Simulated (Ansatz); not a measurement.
The same path of H3O2Si (6 atoms, charge 0, multiplicity 2) was run twice with different band settings. The coordinate that changes most is the dihedral H5–Si2–O3–H6.

Theory: UHF/def2-SVP in Ansatz 0.2.0.

Relaxed end points:

```xyz
6
Properties=species:S:1:pos:R:3
O -1.167 -0.473 -0.220
Si 0.367 0.099 -0.454
O 1.073 0.242 1.023
H -1.646 -0.857 -0.937
H 0.380 1.452 -1.059
H 0.993 -0.463 1.647
```

```xyz
6
Properties=species:S:1:pos:R:3
O -1.245 -0.151 -0.599
Si 0.360 0.234 -0.554
O 1.124 -0.477 0.725
H -1.512 -1.046 -0.736
H 0.402 1.710 -0.450
H 0.871 -0.270 1.613
```

Common settings: movable images 5; climbing image yes; spring 5.0 eV/Å²; optimiser quadratic models (default); force threshold 0.03 eV/Å; iteration limit 60; end points relaxed.

| run | start path |
| --- | --- |
| 1 | IDPP |
| 2 | straight line |

Question: What does each run give, and how far can it be trusted?

Answer: Run 1: converged after 10 iterations, highest image 0.033 eV above the first end. A vibrational analysis at the climbing image gives one clearly imaginary mode, 204i cm⁻¹: a first-order saddle point.
Run 2: converged after 9 iterations, highest image 0.033 eV above the first end. Another band between the same ends (5 images) ends at a top of the same energy, where a vibrational analysis finds 1 clearly imaginary mode.
